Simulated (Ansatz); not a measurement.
Working through a single point in a Gaussian basis of C2H6OS, SMILES OCCS

Computed with the Ansatz DFT code, driven from Python.

The script reads `c2h6os.xyz`:
```text
10

O    -1.46840    0.29040   -0.77310
C    -0.41920    0.55490    0.18060
C     0.27140   -0.70570    0.49230
S     1.35580   -1.28540   -0.84560
H    -1.86550    1.12810   -1.01880
H    -0.91850    0.96790    1.08370
H     0.24220    1.35160   -0.22330
H    -0.38920   -1.52340    0.75790
H     0.96610   -0.56980    1.38480
H     2.05050   -0.14810   -0.97520
```

The cells in order, each with its output:

**Cell 1**
```python
from pathlib import Path

import ansatz as az
import numpy as np
import pandas as pd

mol = az.Crystal.molecule_from_extxyz("c2h6os.xyz")
```

**Cell 2**
```python
model = mol.calculation()
model = model.basis(gaussian="6-31G*")
model = model.functional("hf")
model = model.accuracy("medium").forces()
model = model.orbitals()
res = model.run(runs_dir="out")
data = res.report
```

**Cell 3**
```python
data["free_energy_ev"]
```
Output:
```text
-15009.02765070307
```

**Cell 4**
```python
data["mean_field"]["state"]["spin_squared"]
```
Output:
```text
-7.105427357601002e-14
```

**Cell 5**
```python
sorted(key for key in data if key.endswith("_ev"))
```
Output:
```text
['free_energy_ev', 'reference_energy_ev']
```

**Cell 6**
```python
print("reference energy %16.6f eV" % data["reference_energy_ev"])
print("total energy     %16.6f eV" % data["free_energy_ev"])
print("occupied orbitals outside the frozen core (up, down):", data["n_occupied"], " frozen:", data["n_frozen"], " virtual:", data["n_virtual"])
```
Output:
```text
reference energy    -15009.027651 eV
total energy        -15009.027651 eV
occupied orbitals outside the frozen core (up, down): [21, 21]  frozen: 0  virtual: [55, 55]
```

**Cell 7**
```python
field = data["mean_field"]
print("<S^2> =", round(abs(field["state"]["spin_squared"]), 4), " all-electron relativity setting:", field["relativity"])
print("passes:", field["passes"])
if "symmetry" in field:
    print("occupied orbitals by irrep:", field["symmetry"]["occupied"])
```
Output:
```text
<S^2> = 0.0  all-electron relativity setting: none
passes: {'evaluations': 11, 'products': 24}
occupied orbitals by irrep: [{'A': 21}, {'A': 21}]
```

**Cell 8**
```python
symbols = [site.symbol for site in mol.cartesian_sites]
forces = np.array(data["forces_ev_ang"])
print("largest force", round(float(np.linalg.norm(forces, axis=1).max()), 4), "eV/A, rms", round(float(np.sqrt((forces ** 2).mean())), 4))
```
Output:
```text
largest force 3.3433 eV/A, rms 0.9821
```

**Cell 9**
```python
charges = data["charge_distribution"]
table = pd.DataFrame({"atom": symbols, "mulliken": charges["mulliken_charges_e"], "lowdin": charges["lowdin_charges_e"]})
print(table.round(3).to_string())
print("dipole (e A):", np.round(charges["dipole_moment_e_ang"], 4) + 0.0)
```
Output:
```text
  atom  mulliken  lowdin
0    O    -0.738  -0.366
1    C     0.013  -0.144
2    C    -0.476  -0.388
3    S    -0.034   0.072
4    H     0.439   0.299
5    H     0.155   0.101
6    H     0.151   0.102
7    H     0.228   0.154
8    H     0.186   0.132
9    H     0.077   0.039
dipole (e A): [-0.0232  0.6109  0.3612]
```

**Cell 10**
```python
lines = Path(data["orbitals_path"]).read_text().splitlines()
field_of = lambda key: [line.split("=")[1].strip() for line in lines if line.startswith(key)]
orbitals = [(27.211386 * float(e), s, float(n)) for e, s, n in zip(field_of("Ene="), field_of("Spin="), field_of("Occup="))]
homo = max(e for e, _, n in orbitals if n > 0.5)
lumo = min(e for e, _, n in orbitals if n < 0.5)
for e, spin, n in sorted(orbitals):
    if homo - 6 < e < lumo + 5:
        print(f"{spin:6s} {e:10.3f} eV  occupation {n:.0f}")
```
Output:
```text
Alpha     -15.300 eV  occupation 2
Alpha     -14.363 eV  occupation 2
Alpha     -14.056 eV  occupation 2
Alpha     -12.718 eV  occupation 2
Alpha     -11.663 eV  occupation 2
Alpha      -9.530 eV  occupation 2
Alpha       4.847 eV  occupation 0
Alpha       5.769 eV  occupation 0
Alpha       6.352 eV  occupation 0
Alpha       7.073 eV  occupation 0
Alpha       7.821 eV  occupation 0
Alpha       7.900 eV  occupation 0
Alpha       8.982 eV  occupation 0
```

What to keep in mind:
- These settings explore the input space; basis and method may be short of convergence.
- The geometry is a force-field or estimated start, not a minimum of this method, and the basis set is short of its limit.
- The Löwdin charges here are taken after orthogonalising the functions within each atom; they differ from plain Löwdin charges, and their signs can be unphysical.
- Alpha marks a spatial orbital of a restricted run, filled by both spins.
- Levels such as HOMO and LUMO are orbital energies: in Hartree-Fock the gap is too wide and the LUMO hangs on the basis.
- Hardware and time: 1.9 s on 1 thread of Arm Neoverse V1 (shared host), peak memory 0.23 GiB.

(Lines on the test bed's own set-up are left out of the output.)
